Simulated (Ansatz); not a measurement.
We consider SiSe₂ (Ibam, No. 72), described by PBEsol in Ansatz (PAW).

Run with plane-wave cutoff 500 eV, 10×10×10 k mesh, gaussian smearing 0.02 eV, scalar-relativistic PAW data made under PBE.

Cell (relaxed at this level):

```yaml
crystal:
  lattice:
    - [-3.15105, 4.65552, 2.92759]
    - [3.15105, -4.65552, 2.92759]
    - [3.15105, 4.65552, -2.92759]
  atoms:
    - { symbol: Si, position: [0.75000, 0.75000, 0.00000] }
    - { symbol: Si, position: [0.25000, 0.25000, 0.00000] }
    - { symbol: Se, position: [0.12823, 0.20505, 0.33328] }
    - { symbol: Se, position: [0.87177, 0.79495, 0.66672] }
    - { symbol: Se, position: [0.37177, 0.70505, 0.07682] }
    - { symbol: Se, position: [0.62823, 0.29495, 0.92318] }
```

Task: What does this level give for the band gap?

Result: 
- band gap = 1.67 eV (on the SCF k mesh)

Spin–orbit coupling is not included.

It cost around 21 core-minutes (rough) of CPU time.

Ansatz is an electronic-structure program.
